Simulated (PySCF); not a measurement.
Compound: acetyl chloride, C2H3ClO.
SMILES: `CC(Cl)=O`

The calculation used TDDFT CAM-B3LYP/def2-SVPD, vertical, gas phase, core orbitals frozen in the response (PySCF 2.14.0, density-fitted response routines). Isolated species at its PBE0-D3(BJ)/def2-SVP geometry, gas phase.

Computed states:

```json
{"state": "S1", "E (eV)": "5.21", "f": "0.0001"}
{"state": "S2", "E (eV)": "6.73", "f": "0.0001"}
{"state": "S3", "E (eV)": "7.07", "f": "0.0095"}
{"state": "S4", "E (eV)": "7.89", "f": "0.025"}
{"state": "S5", "E (eV)": "8.03", "f": "0.0007"}
{"state": "S6", "E (eV)": "8.29", "f": "0.096"}
{"state": "S7", "E (eV)": "8.59", "f": "0.281"}
{"state": "S8", "E (eV)": "8.93", "f": "0.035"}
{"state": "S9", "E (eV)": "9.08", "f": "0.039"}
{"state": "S10", "E (eV)": "9.23", "f": "0.0026"}
```

Each state is given a Gaussian of 0.25 eV full width at half maximum, with ε(max) = 2.175×10⁸ f / Δν̃ (Δν̃ the width in cm⁻¹). The cross-section is σ = 3.8235×10⁻²¹ ε cm², given in Mb (10⁻¹⁸ cm²). The width is an assumption, not a result. The curve ends short of the highest state used, and states not computed would add to its high-energy end.

Problem. Give the broadened spectrum and its maxima.

Solution. 
(E (eV), σ (Mb)): (4.84, 0.00), (4.93, 0.00), (5.01, 0.00), (5.10, 0.01), (5.19, 0.02), (5.28, 0.02), (5.37, 0.01), (5.46, 0.00), (5.54, 0.00), (5.63, 0.00), (5.72, 0.00), (5.81, 0.00), (5.90, 0.00), (5.99, 0.00), (6.07, 0.00), (6.16, 0.00), (6.25, 0.00), (6.34, 0.00), (6.43, 0.00), (6.51, 0.00), (6.60, 0.02), (6.69, 0.04), (6.78, 0.12), (6.87, 0.65), (6.96, 2.23), (7.04, 3.72), (7.13, 3.37), (7.22, 1.49), (7.31, 0.32), (7.40, 0.03), (7.48, 0.01), (7.57, 0.10), (7.66, 0.92), (7.75, 4.13), (7.84, 9.09), (7.93, 9.94), (8.01, 7.07), (8.10, 9.66), (8.19, 25.60), (8.28, 40.72), (8.37, 42.08), (8.46, 62.73), (8.54, 103.94), (8.63, 110.31)

Maxima: 238 nm (5.21 eV), ε about 5.4, made up of S1 (100%); 175 nm (7.07 eV), ε about 1000, made up of S3 (100%); 157 nm (7.90 eV), ε about 2700, made up of S4 (98%); 149 nm (8.32 eV), ε about 11000, made up of S6 (90%) (hardly more than a shoulder); 144 nm (8.59 eV), ε about 31000, made up of S7 (99%) (ε in L mol⁻¹ cm⁻¹; maxima over ε = 5, shares over 10%).

Problem. What would ε be at 8.59 eV, the highest of these maxima, with half the width (0.125 eV)?

Solution. About 60400 L mol⁻¹ cm⁻¹ against 30500, a factor of about 1.98; a lone state at its own centre would give exactly 2.

Problem. Coming from long wavelengths, where does ε first pass 100 L mol⁻¹ cm⁻¹?

Solution. At about 181 nm (6.84 eV), 1.63 eV above S1.

All these states lie below the vertical ionisation energy of 11.19 eV (ΔSCF).
